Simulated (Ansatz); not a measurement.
Isomers of C5H8O, relaxed with PBE0-D4/def2-TZVP in Ansatz; electronic energies, one conformer each and not always the lowest. Functionals use def2-TZVPP; CBS adds triple-zeta CCSD(T) − MP2 to the MP2 limit of def2-TZVPP and def2-QZVPP.

Task: Order them by energy at frozen-core CCSD(T)/CBS, lowest first. (Estimate.)
A. `O=C1CCCC1`
B. `C=C(C)C(C)=O`
C. `C=C1OC1(C)C`
D. `C#CCOCC`
E. `CC1=C(O)CC1`
F. `C1=COCCC1`

Result: A (0.0 kJ/mol), B (51.6 kJ/mol), F (73.6 kJ/mol), E (132.6 kJ/mol), C (176.2 kJ/mol), D (232.8 kJ/mol).

Task: How do r2SCAN-D4, MP2/CBS(def2), HF/CBS(def2), ωB97M-V place them (kJ/mol, against `O=C1CCCC1`)? (An estimate is asked.)

Result: Computed: 
```
        isomer  r2SCAN-D4  MP2/CBS(def2)  HF/CBS(def2)  ωB97M-V
     `C#CCOCC`      250.5          235.5         224.4    243.0
   `C1=COCCC1`       76.0           77.8          80.1     77.7
 `CC1=C(O)CC1`      135.2          129.4         148.9    136.1
`C=C(C)C(C)=O`       51.7           58.2          45.9     57.6
 `C=C1OC1(C)C`      165.2          176.8         191.6    175.7
```
